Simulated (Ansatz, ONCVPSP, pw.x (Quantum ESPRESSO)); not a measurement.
**pw.x on bcc W: one setting changed**

Potential: optimised norm-conserving Vanderbilt (ONCV), ONCVPSP 4.0.1.1 (patched build), PBE; core [Kr] 4d10 4f14, reference 5s2 5p6 5d4 6s2; waves: 5s+6s: rc 1.45 bohr, ncon 4, nbas 8, qcut 8.4 1/bohr, 3 projectors, debl 0.9 Ha; 5p: rc 1.70 bohr, ncon 3, nbas 7, qcut 9.3 1/bohr, 2 projectors, debl 3.3 Ha; 5d: rc 2.55 bohr, ncon 4, nbas 8, qcut 5.2 1/bohr, 2 projectors, debl 1.2 Ha; local part: polynomial inside 1.20 bohr (lpopt 2, dvloc0 0 Ha); core correction: Teter function, fcfact 5.25, rcfact 1.92.

The reference run (k-mesh 14³, cutoffs 75/300 Ry, Fermi–Dirac 0.01 Ry, mixing_beta 0.4, conv_thr 1e-9, no spin) gives -1.89 GPa at 16.130 Å³/atom, where all-electron LAPW gives 0.30 GPa. This run, with its own iteration cap, changes ecutrho/ecutwfc to 6.

```
&control
  calculation='scf', prefix='x', pseudo_dir='./', outdir='./tmp', tstress=.true., disk_io='none'
/
&system
  ibrav=0, nat=1, ntyp=1, ecutwfc=75, ecutrho=450, nbnd=15,
  occupations='smearing', smearing='fd', degauss=0.01
/
&electrons
  conv_thr=1e-09, mixing_beta=0.4, electron_maxstep=60
/
ATOMIC_SPECIES
W 1.0 W.UPF
CELL_PARAMETERS angstrom
  -1.59168867 1.59168867 1.59168867
  1.59168867 -1.59168867 1.59168867
  1.59168867 1.59168867 -1.59168867
ATOMIC_POSITIONS crystal
W 0.0000 0.0000 0.0000
K_POINTS automatic
14 14 14 0 0 0
```

```bash
pw.x < W.scf.in > W.scf.out
```

Question: How does the run end?

Answer: It converges in 7 iterations; the free energy moves by +0.0 meV/atom and the pressure by +0.00 GPa. The result is that of the reference run.

```
Message from routine setup:
     using ibrav=0 with symmetry is DISCOURAGED, use correct ibrav instead
     lattice parameter (alat)  =       5.2098  a.u.
     unit-cell volume          =     108.8506 (a.u.)^3
     number of electrons       =        14.00
     number of Kohn-Sham states=           15
     kinetic-energy cutoff     =      75.0000  Ry
     charge density cutoff     =     450.0000  Ry
     scf convergence threshold =      1.0E-09
     Exchange-correlation= PBE
     number of k points=   104  Fermi-Dirac smearing, width (Ry)=  0.0100
     iteration #  1     ecut=    75.00 Ry     beta= 0.40
     total energy              =    -179.19464049 Ry
     estimated scf accuracy    <       0.03917719 Ry
     iteration #  2     ecut=    75.00 Ry     beta= 0.40
     total energy              =    -179.19442251 Ry
     estimated scf accuracy    <       0.00633339 Ry
     iteration #  3     ecut=    75.00 Ry     beta= 0.40
     total energy              =    -179.19517963 Ry
     estimated scf accuracy    <       0.00029444 Ry
     iteration #  4     ecut=    75.00 Ry     beta= 0.40
     total energy              =    -179.19520264 Ry
     estimated scf accuracy    <       0.00000617 Ry
     iteration #  5     ecut=    75.00 Ry     beta= 0.40
     total energy              =    -179.19520462 Ry
     estimated scf accuracy    <       0.00000023 Ry
     iteration #  6     ecut=    75.00 Ry     beta= 0.40
     total energy              =    -179.19520464 Ry
     estimated scf accuracy    <          4.6E-09 Ry
     iteration #  7     ecut=    75.00 Ry     beta= 0.40
     the Fermi energy is    22.2534 ev
!    total energy              =    -179.19520465 Ry
     estimated scf accuracy    <          3.2E-10 Ry
     smearing contrib. (-TS)   =      -0.00246267 Ry
     The total energy is F=E-TS. E is the sum of the following terms:
     one-electron contribution =     -10.79706583 Ry
     hartree contribution      =      15.75394409 Ry
     xc contribution           =     -65.57847915 Ry
     ewald contribution        =    -118.57114108 Ry
     convergence has been achieved in   7 iterations
          total   stress  (Ry/bohr**3)                   (kbar)     P=      -18.92
     Message from routine punch:
     Nothing written, as per user request (disk_io='none')
```

The run took about 20 s on one core of a shared host (Neoverse-V2, 192 threads, 742 GiB, load 38).
